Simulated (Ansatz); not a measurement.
in.yaml

```yaml
crystal:
  periodic: [false, false, false]
  atoms:
    - {symbol: O, position_ang: [0.000000, -0.840051, 1.630592]}
    - {symbol: Ge, position_ang: [0.000000, 0.254500, 0.376244]}
    - {symbol: Si, position_ang: [0.000000, -0.242609, -1.929541]}
    - {symbol: H, position_ang: [0.000000, 1.753269, 0.767147]}
basis:
  gaussian: {orbitals: cc-pVDZ}
total_charge: 1
magnetization: {spin_polarized: false, initial_magnetization: 2}
correlation: {method: ccsdt_q, electrons: outside_noble_gas}
```

```sh
$ ansatz run in.yaml --threads 1 --pin off --events-out ev --progress --plain --max-ram 2393MiB
```

The program prints:

```
1229 factors; integrals over basis functions are off by at most 2.3e-7 eV
mean field evaluation 1: about -66358.5599 eV, gradient 7.6e1 eV
mean field evaluation 2: about -66358.6031 eV, gradient 7.5e1 eV
mean field evaluation 4: about -66367.5818 eV, gradient 4.4e1 eV
mean field evaluation 8: about -66375.7901 eV, gradient 1.3e0 eV
mean field evaluation 16: about -66375.8794 eV, gradient 2.3e0 eV
mean field evaluation 32: about -66375.4990 eV, gradient 5.1e0 eV
mean field evaluation 64: about -66375.6786 eV, gradient 2.5e0 eV
mean field evaluation 96: about -66375.8173 eV, gradient 6.3e-1 eV
mean field evaluation 128: about -66375.8129 eV, gradient 5.9e-1 eV
mean field evaluation 160: about -66377.0765 eV, gradient 8.8e-4 eV
...
cycle  32  -9.26361050 eV  change   -7.5e-6 eV  update   4.9e-6
cycle  33  -9.26361456 eV  change   -4.1e-6 eV  update   3.8e-6
cycle  34  -9.26361569 eV  change   -1.1e-6 eV  update   3.3e-6
cycle  35  -9.26361669 eV  change   -1.0e-6 eV  update   3.0e-6
cycle  36  -9.26361659 eV  change    1.0e-7 eV  update   2.4e-6
cycle  37  -9.26361576 eV  change    8.3e-7 eV  update   1.7e-6
cycle  38  -9.26361382 eV  change    1.9e-6 eV  update   1.2e-6
cycle  39  -9.26361242 eV  change    1.4e-6 eV  update   1.1e-6
cycle  40  -9.26361152 eV  change    8.9e-7 eV  update   7.4e-7
cycle  41  -9.26361104 eV  change    4.9e-7 eV  update   3.9e-7
perturbative correction -0.05457440 eV, -0.0020055722 hartree
Total energy: -66386.86407519 eV, -2439.6722561305 hartree
```

Ran on 1 thread of Arm Neoverse V1, shared host: 3.4 min wall, 0.91 GiB peak host memory.
